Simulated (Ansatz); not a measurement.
Two shapes of singlet CHF.

Shape 1:

```xyz
3

H     0.0000    0.1857   -0.9424
C     0.0000   -0.4908   -0.0413
F     0.0000    0.3050    0.9836
```

Shape 2:

```xyz
3

H    -0.0264    0.1490   -0.9637
C     0.0153   -0.5372   -0.0308
F    -0.0227    0.3113    1.0277
```

Basis set: def2-SVP (spherical functions). Correlated methods keep 2 orbitals frozen. Charge 0, multiplicity 1.

Computed with Ansatz (development build ahead of 0.2.0); each method stands on the lowest determinant of its kind that the runs found.

Question: Which shape is lower in energy, and by how much in each method?

Answer:

```csv
method,E(2) − E(1) (eV)
UHF,0.136
RHF-MP2,0.096
UHF-MP2,0.092
RHF-CCSD(T),0.070
UHF-CCSD(T),0.071
```

Shape 1 is lower. Caution for UHF, UHF-MP2, UHF-CCSD(T): the unrestricted determinant is spin contaminated. Caution for UHF-MP2, UHF-CCSD(T): a plain start can end on a higher determinant.
